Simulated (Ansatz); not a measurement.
Ansatz (a program for electronic structure) input (RI-MP2/def2-QZVPP):
A basis named .json is the Basis Set Exchange file of that set.

Ansatz 0.2 input:
```yaml
crystal:
  periodic: [false, false, false]
  atoms:
    - {symbol: C, position_ang: [-0.69272317, 0.11838624, -0.00471318]}
    - {symbol: N, position_ang: [0.69817852, -0.11549684, -0.01936428]}
    - {symbol: H, position_ang: [-1.22204869, -0.63877871, -0.58426364]}
    - {symbol: H, position_ang: [-0.91948182, 1.14289724, -0.30190122]}
    - {symbol: H, position_ang: [-1.04052385, 0.01034810, 1.04968316]}
    - {symbol: H, position_ang: [1.08188890, -1.05423543, -0.13393290]}
    - {symbol: H, position_ang: [1.36925485, 0.63792927, 0.13424367]}
basis:
  gaussian:
    orbitals: def2-QZVPP.json
    fitting: {mean_field: def2-universal-jkfit, correlation: def2-QZVPP-RIFIT.json}
total_charge: 1
magnetization: {spin_polarized: true, initial_magnetization: 1}
correlation: {method: mp2, electrons: outside_noble_gas}
```

Output:

```
Functional definition: HF
integrals: 0.22 GiB planned
242 factors; integrals over basis functions are off by at most 1.8e0 eV
mean field: 0.58 GiB planned
mean field evaluation 1: about -2580.1276 eV, gradient 2.9e1 eV
mean field evaluation 2: about -2583.4463 eV, gradient 1.4e1 eV
mean field evaluation 4: about -2584.4595 eV, gradient 1.6e0 eV
mean field evaluation 8: about -2584.5198 eV, gradient 1.3e-6 eV
mean field -2584.51981372 eV, -94.9793513037 hartree, gradient 1.3e-6 eV, S^2 0.765285; 1 other end points of the search recorded, 0 dependent functions left out
2 core orbitals not correlated
562 factors; their error is unknown
reference -2584.51981372 eV, -94.9793513037 hartree; 7, 6 occupied and 255, 256 virtual orbitals, 562 factors
second order -10.16658389 eV of doubles, -0.00000000 eV of singles
Total energy: -2594.68639760 eV, -95.3529663703 hartree
```
